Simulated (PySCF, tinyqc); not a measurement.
Starting guesses with DIIS over 6 matrices: SCF starting guesses in the sto-3g basis, for CO, spin multiplicity 1. Computed by the program tinyqc with PySCF. RHF with one setting changed at a time; a run stops when the energy changes by less than 1e-09 hartree and the error matrix is below 1e-5. Starts: the lowest orbitals of the core Hamiltonian, of the Wolfsberg-Helmholz matrix (K = 1.75), projected atomic densities, random orbitals, and the highest orbitals of the core Hamiltonian (a deliberately bad start).

Geometry (angstrom):

| atom | x | y | z |
|---|---|---|---|
| C | 0.0000 | 0.0000 | 0.0000 |
| O | 0.0000 | 0.0000 | 1.5650 |

lowest restricted solution found by these runs and by PySCF = -110.998263 hartree

Largest element of the error matrix X^T (FDS - SDF) X:

| iteration | core | Wolfsberg-Helmholz | atomic densities | random | highest core orbitals |
|---|---|---|---|---|---|
| 1 | 5.0e-01 | 5.0e-01 | 7.4e-01 | 9.6e+00 | 6.0e-01 |
| 2 | 1.4e+00 | 1.5e+00 | 6.3e-01 | 7.5e-01 | 7.2e-01 |
| 3 | 1.9e+00 | 1.0e-01 | 9.8e-01 | 2.0e+00 | 8.4e-01 |
| 4 | 1.8e+00 | 5.9e-02 | 1.2e-01 | 1.2e-01 | 8.4e-01 |
| 5 | 6.5e-01 | 2.0e-02 | 5.2e-02 | 2.1e-01 | 8.8e-01 |
| 6 | 7.1e-01 | 4.1e-03 | 4.6e-02 | 2.6e-01 | 6.2e-01 |
| 8 | 8.5e-02 | 5.0e-05 | 6.0e-04 | 1.7e-01 | 5.7e-02 |
| 10 | 1.0e-01 | 1.4e-07 | 1.9e-06 | 6.2e-03 | 1.5e-02 |
| 14 | 1.0e-06 | - | - | 8.1e-04 | 7.3e-07 |
| 20 | - | - | - | 3.7e-06 | - |

How each run ends:

| run | iterations | E (hartree) | state |
|---|---|---|---|
| core | 14 | -110.99826 | lowest found |
| Wolfsberg-Helmholz | 10 | -110.99826 | lowest found |
| atomic densities | 11 | -110.99826 | lowest found |
| random | 20 | -110.99826 | lowest found |
| highest core orbitals | 14 | -110.99826 | lowest found |

What does the comparison show, and why?

5 of 5 runs reach the lowest restricted solution found, in 10 to 20 iterations (fastest: Wolfsberg-Helmholz). The first errors are 5e-01, 5e-01, 7e-01, 1e+01, 6e-01. The restricted reference is unstable here: a spin-polarised solution lies 0.0810 hartree lower (PySCF), so results built on it describe a poor reference.
